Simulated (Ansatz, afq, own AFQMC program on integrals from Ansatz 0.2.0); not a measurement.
## BGeH₆, doublet: AFQMC among the cluster methods

```xyz
8

B    -2.6141    0.0000    0.0000
H    -3.2108    1.0336    0.0000
H    -3.2108   -1.0336    0.0000
H    -1.1731    0.0000    0.0000
Ge    0.4559    0.0000    0.0000
H     0.9246   -1.4659    0.0000
H     0.9246    0.7330   -1.2695
H     0.9246    0.7330    1.2695
```

Basis cc-pVDZ. Only valence electrons are correlated. Integrals, coupled cluster, full CI and functionals: Ansatz 0.2.0; the random walks run on the same integrals in our own AFQMC program. ph-AFQMC/CISD is guided by a CISD state made of CCSD amplitudes; releasing the constraint for a short imaginary time cuts its bias at the price of noise, slowly where states lie close. Error bars are statistical, one sigma. No spin–orbit coupling.

Determinant: UHF, the one that the program's search chose, which needn't be the lowest solution. The geometry is a point of a scan.

No full CI on the walks' own integrals is used here; CCSDT(Q) serves as the reference and is uncertain by about the last step of the cluster series.

Cautions: no relativity below Rb; no spin-orbit coupling; inner d shell frozen; the released energies are still falling, so no released level is given (meV from the phaseless value at times in 1/Eh: -1.3 ± 2.3 at 0.24, -4.2 ± 2.4 at 0.51, -8.7 ± 2.2 at 0.99, -9.9 ± 2.3 at 1.62, -19.4 ± 2.5 at 2.40).

```
T1 diagnostic                               : 0.0120
weight of the determinant in the CISD state : 0.873
⟨S²⟩ of the determinant                     : 0.770
size of the correlated space                : 13 electrons in 56 orbitals
```

Reference: CCSDT(Q), correlation energy -6.825 eV.

```tsv
level	E − E(reference) (kJ/mol)	share of correlation (%)
HF	658.5	0.00
MP2	147.7	77.57
CCSD	16.5	97.50
CCSD(T)	3.4	99.48
CCSDT	0.4	99.94
ph-AFQMC/CISD	1.0 ± 0.2	99.85
```

A walk keeps the symmetry of its determinant, which the program's search chose and which needn't be the lowest solution, so a lower state of the same spin and another symmetry isn't excluded.
